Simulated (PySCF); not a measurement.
# Changing the system itself: HCl

Aim: change spin, charge, geometry, field or solvent of HCl, one at a time, and compare with the base run.

Computed with PySCF 2.14.0. Level: each script names its method and basis.

2 further runs of the same task are left out: 2 that didn't finish.

### 1 Starting geometry

HCl: 2 atoms, charge 0, spin multiplicity 1.

Bond lengths: H1–Cl2 1.290 Å.

### 2 The base run

File input.py:

```python
from pyscf import gto, scf

mol = gto.M(
    atom='H 0 0 0; Cl 0 0 1.29',
    basis='def2-svpd',
    charge=0,
    spin=0,
    verbose=4,
)
mf = scf.UHF(mol)
mf.kernel()
mf.dip_moment()
print('orbital energies (hartree):', [e[max(0, n-3):n+3].round(4) for e, n in zip(mf.mo_energy, mol.nelec)])
```

Run with:

```bash
> OMP_NUM_THREADS=1 python input.py
```

Its log is not repeated here.

In short: E(SCF) = -459.947617 Eh, 10 cycles, μ = 1.25 D.

The bond length is a typed value, not an optimised one.

### 3 Charge +1 (doublet)

Edit 1 changes charge: 0 → 1; spin (2S): 0 → 1.

File input.py:

```python
from pyscf import gto, scf

mol = gto.M(
    atom='H 0 0 0; Cl 0 0 1.29',
    basis='def2-svpd',
    charge=1,
    spin=1,
    verbose=4,
)
mf = scf.UHF(mol)
mf.kernel()
mf.dip_moment()
print('orbital energies (hartree):', [e[max(0, n-3):n+3].round(4) for e, n in zip(mf.mo_energy, mol.nelec)])
```

Run with:

```bash
> OMP_NUM_THREADS=1 python input.py
```

### 4 Electric field 0.001 a.u.

Edit 2 changes electric field: none → 0.001 a.u.

input.py: that of step 2 with these lines changed.

```diff
@@ -10,2 +10,7 @@
 mf = scf.UHF(mol)
+field = 0.001  # electric field along z, atomic units
+h = mf.get_hcore() + field*mol.intor('int1e_r')[2]
+mf.get_hcore = lambda *args: h
+e_nuc = mol.energy_nuc() - field*mol.atom_charges() @ mol.atom_coords()[:, 2]
+mf.energy_nuc = lambda *args: e_nuc
 mf.kernel()
```

### 5 Bond 3.87 Å

Edit 3 changes bond length: 1.29 Å → 3.87 Å.

input.py: that of step 2 with these lines changed.

```diff
@@ -3,3 +3,3 @@
 mol = gto.M(
-    atom='H 0 0 0; Cl 0 0 1.29',
+    atom='H 0 0 0; Cl 0 0 3.87',
     basis='def2-svpd',
```

### 6 Charge -1 (doublet)

Edit 4 changes charge: 0 → -1; spin (2S): 0 → 1.

input.py: that of step 2 with these lines changed.

```diff
@@ -5,4 +5,4 @@
     basis='def2-svpd',
-    charge=0,
-    spin=0,
+    charge=-1,
+    spin=1,
     verbose=4,
```

### 7 PCM, ε = 32.6

Edit 5 changes solvent: none (gas phase) → PCM, ε = 32.6.

input.py: that of step 2 with these lines changed.

```diff
@@ -1,2 +1,2 @@
-from pyscf import gto, scf
+from pyscf import gto, scf, solvent
 
@@ -10,2 +10,4 @@
 mf = scf.UHF(mol)
+mf = solvent.PCM(mf)
+mf.with_solvent.eps = 32.6
 mf.kernel()
```

### 8 Triplet

Edit 6 changes spin (2S): 0 → 2.

input.py: that of step 2 with these lines changed.

```diff
@@ -6,3 +6,3 @@
     charge=0,
-    spin=0,
+    spin=2,
     verbose=4,
```

**Question.** What will these runs give? Wanted: for each run, E(SCF); from base; gap, α spin; SCF dipole.

The runs gave:

```tsv
run	E(SCF) (hartree)	from base (eV)	cycles	gap, α spin (eV)	SCF dipole (D)
base	-459.947617	0	10	15.32	1.25
charge +1 (doublet)	-459.518730	+11.6706	10	19.32	n/a
electric field 0.001 a.u.	-459.947134	+0.0132	10	15.26	1.21
bond 3.87 Å	-459.645960	+8.2085	39	4.37	4.95
charge -1 (doublet)	-459.869512	+2.1253	12	5.68	n/a
PCM, ε = 32.6	-459.952828	-0.1418	10	15.67	1.65
triplet	-459.696549	+6.8319	11	8.30	2.02
```

**Reading.** The largest comparable shift of the SCF energy, +8.209 eV, comes with the run “bond 3.87 Å”. At the SCF level, going to the doublet with one electron fewer costs 11.67 eV at fixed geometry, against 13.01 eV for the negative of the highest filled level. At the SCF level, adding an electron (to the doublet) costs 2.13 eV at fixed geometry; correlation, diffuse functions and relaxation can still bind it. A continuum solvent with ε = 32.6 lowers the energy by 0.142 eV. The triplet solution found lies 6.83 eV above the base singlet at this geometry and level. With bond 3.87 Å the frontier gap moves by over 1.5 eV, which can mean another electronic state rather than the bond length alone.
